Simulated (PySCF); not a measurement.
Gas-phase reaction: Al2O2 + 2 Al → 2 Al2O

Energies from PySCF (xtb for GFN2), thermal terms from the rigid-rotor harmonic-oscillator model, ideal gas at 1 bar. The comparison is the NASA 1993 polynomial table, which mixes measured and estimated data. After a fit of one offset per element over all species, the range-separated, M06-2X, PBE0/def2-QZVP and CCSD(T)/def2-TZVPP enthalpies, where run, lie to one side of the table for Al2O2 (+36 kJ/mol), Al2O (-34 kJ/mol): a fault of the table's entry, another state or a shared error of the levels is possible; this was not checked at source. S°(298 K) at PBE0/def2-TZVP differs from the NASA 1993 table for Al2O2 (-11 J/mol/K), Al2O (+6 J/mol/K); whether the harmonic model or the table's entry is off was not settled. † marks an energy on the PBE0/def2-TZVP geometry and frequencies; other levels use their own. CCSD(T) freezes the core. 6-31G* has spherical d functions here. Open shells (unrestricted): Al (multiplicity 2, electronic degeneracy 6); the rest are closed-shell singlets. GFN2 has no spin-polarisation term. Spin-orbit splitting is ignored; it lowers the true energy and changes the entropy of Al. B3LYP is the form with VWN-RPA correlation. CCSD(T) isn't extrapolated to the basis-set limit; its ΔH°(298 K) is -581.6 kJ in def2-SVP and -567.5 kJ in def2-TZVPP. The harmonic model lacks anharmonicity and excited electronic states, which grow with temperature; levels with a mode under 35 cm⁻¹ are left out. Strong static correlation: Al2O2. Soft modes under 120 cm⁻¹ make the harmonic entropy rough for Al2O. The table's entry may be an old estimate for Al2O2, Al2O (not checked at source). Warning, large T1 diagnostic: Al2O, Al2O2 (CCSD(T)/def2-SVP†).

```json
[
 {"level": "table", "ΔH°(298 K), kJ": "-555.2", "minus table": "-", "ΔG°(800 K), kJ": "-469.5"},
 {"level": "B3LYP/6-31G*", "ΔH°(298 K), kJ": "-577.2", "minus table": "-22.0", "ΔG°(800 K), kJ": "-514.0"},
 {"level": "BLYP/def2-TZVP†", "ΔH°(298 K), kJ": "-560.4", "minus table": "-5.2", "ΔG°(800 K), kJ": "-494.4"},
 {"level": "CCSD(T)/def2-SVP†", "ΔH°(298 K), kJ": "-581.6", "minus table": "-26.4", "ΔG°(800 K), kJ": "-515.7"},
 {"level": "GFN2-xTB", "ΔH°(298 K), kJ": "-783.5", "minus table": "-228.3", "ΔG°(800 K), kJ": "-702.2"},
 {"level": "HF/def2-TZVP†", "ΔH°(298 K), kJ": "-640.5", "minus table": "-85.3", "ΔG°(800 K), kJ": "-574.5"},
 {"level": "LDA/def2-TZVP†", "ΔH°(298 K), kJ": "-571.3", "minus table": "-16.1", "ΔG°(800 K), kJ": "-505.3"}
]
```
